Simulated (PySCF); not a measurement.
Methane, difluoro-, CH₂F₂, SMILES FCF, point group C2v.

Level: B3LYP/pcSseg-2 in PySCF (density fitting, grid level 2); geometry and Hessian at that level, cubic constants and property derivatives from steps of ±0.6 along each species' dimensionless normal coordinates, second-order vibrational perturbation theory. The parent has the commonest isotopes.

Equilibrium geometry (Å):

| atom | x | y | z |
| --- | --- | --- | --- |
| F1 | 1.1691 | -0.6119 | -0.1062 |
| C2 | 0.0002 | 0.0805 | -0.0043 |
| F3 | -1.0347 | -0.8010 | -0.0923 |
| H4 | -0.0350 | 0.5641 | 0.9714 |
| H5 | -0.0651 | 0.7798 | -0.8372 |

(1) Give the equilibrium and ground-state rotational constants (MHz) of parent; ²H at 4; ¹³C at 2; ¹³C at 2, ²H at 4; ²H at 4, ²H at 5.

(2) How is the parent's vibrational correction B0 − Be made up?

(3) And its quartic centrifugal distortion constants from the harmonic force field?

Results:

(1) 
| species | Ae | Be | Ce | A0 | B0 | C0 | Δ0 (u Å²) | harmonic ZPE (cm⁻¹) |
| --- | --- | --- | --- | --- | --- | --- | --- | --- |
| parent | 49333 | 10495 | 9180 | 48819 | 10434 | 9110.8 | -3.316 | 7155 |
| ²H at 4 | 40816 | 10350 | 8942.5 | 40420 | 10288 | 8875.4 | -4.687 | 6401 |
| ¹³C at 2 | 47900 | 10495 | 9129.1 | 47415 | 10436 | 9061.2 | -3.312 | 7108 |
| ¹³C at 2, ²H at 4 | 39903 | 10348 | 8899.1 | 39525 | 10287 | 8833.2 | -4.699 | 6352 |
| ²H at 4, ²H at 5 | 34848 | 10144 | 8767.7 | 34527 | 10080 | 8701.9 | -6.699 | 5641 |

Δ0 = Ic − Ia − Ib from the ground-state constants.

(2) 
| axis | harmonic | Coriolis | cubic | total (MHz) |
| --- | --- | --- | --- | --- |
| a | 266 | -25 | -755 | -513 |
| b | 25.6 | -0.897 | -85.7 | -61 |
| c | 12.3 | -0.815 | -80.7 | -69.1 |

(3) Asymmetric top, A reduction, Ir representation: ΔJ = 11.1 kHz, ΔJK = -62.7 kHz, ΔK = 643 kHz, δJ = 2.11 kHz, δK = 27.7 kHz.
